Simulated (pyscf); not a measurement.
:N–F (SMILES [N]F) [triplet] + F–SiH₃ (SMILES F[SiH3]) → F–N•–SiH₂–F (SMILES F[N][SiH2]F) + H• (SMILES [H]), a substitution at Si (triplet surface; H–Si broken, N–Si formed). Structures and frequencies: ωB97X-D3(BJ)/def2-SVP in PySCF. MP2 and CC: frozen core, UHF for open shells. ΔMP2 is the change of the MP2 total energy from the triple- to the quadruple-zeta basis. Energies in kcal/mol from the separated reactants.

AM1 to PM7: differences of heats of formation from MOPAC. Open shells are spin-unrestricted. 

**Question.** Quick PM6 single points give ΔE‡ = 17.5 kcal/mol and ΔE = +22.1 kcal/mol. What does CCSD(T)/def2-TZVPP + ΔMP2(QZVPP) give, and how far is the quick result from it?

**Answer.** CCSD(T)/def2-TZVPP + ΔMP2(QZVPP) gives ΔE‡ = 40.0 kcal/mol and ΔE = +30.8 kcal/mol. PM6 lies 22.5 kcal/mol under it in the barrier and 8.7 kcal/mol under it in the reaction energy, so on this step it does not hold to within 3.0 kcal/mol. At PM6 this geometry lies under one side, so its ΔE‡ may be no barrier of that level. CCSD(T)/def2-TZVPP + ΔMP2(QZVPP) has limits of its own. The same reactants have a lower exit, to •HN–F + F–SiH₂• (barrier +24.1 kcal/mol at ωB97M-D3(BJ), against +37.1 kcal/mol here). F–N•–SiH₂–F + H• also meet on a surface of lower spin, which isn't treated here. F–N•–SiH₂–F lies 109.8 kcal/mol over its isomer H₂N–Si•(F)–F (electronic energy, ωB97M-D3(BJ)). This is the saddle that the search found; another between the same sides may lie lower. The angle at the attacked Si is 167°. The CCSD(T) − MP2 part came from Ansatz, without density fitting, on the same reference.
